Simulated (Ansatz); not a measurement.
Rutile MnO2 was calculated with PBE-D3(BJ) (Ansatz, a first-principles code, PAW).

Settings: plane-wave cutoff 520 eV, 8×8×12 k mesh (along the axes of the cell as run), Fermi–Dirac smearing 0.01 eV, spin-polarised with opposed moments, scalar-relativistic PAW data made under PBE.

Shape and atoms are relaxed at each volume.

Pressure at four volumes; x = ln(V/9.252 Å³). One pressure is withheld.

```csv
V (Å³/atom),x,P (GPa)
8.882,-0.0408,?
9.067,-0.0202,4.95
9.252,0.0000,-0.02
9.622,0.0392,-8.34
```

Q: Pass a parabola P(x) through the three rows shown, estimate the bulk modulus and its pressure derivative near zero pressure, and predict the withheld pressure.

A: Slopes between the rows: (-0.02 − (4.95))/(0.0000 − (-0.0202)) = -246.04 and (-8.34 − (-0.02))/(0.0392 − (0.0000)) = -212.24 GPa. Their difference over the span 0.0594 is c = 33.80/0.0594 = 569.0 GPa, so P(x) = 4.95 + (-246.04)(x − (-0.0202)) + 569.0 (x − (-0.0202))(x − (0.0000)). At the middle row B = −dP/dx = −[-246.04 + 569.0 × 0.0202] = 234.5 GPa, and B′ = dB/dP = 2c/B = 4.9. At x = -0.0408 the parabola gives 10.50 GPa; the run gives 10.52 GPa. The Birch–Murnaghan fit to the energies at all volumes has B0 = 234 GPa and B′ = 4.9.

Note: the gap of the solid is closed in this run; the collinear magnetic order is the start's and need not be the measured one; this level leaves the solid without a gap, although one is measured; the bulk modulus comes from volumes at which shape and atoms were relaxed.
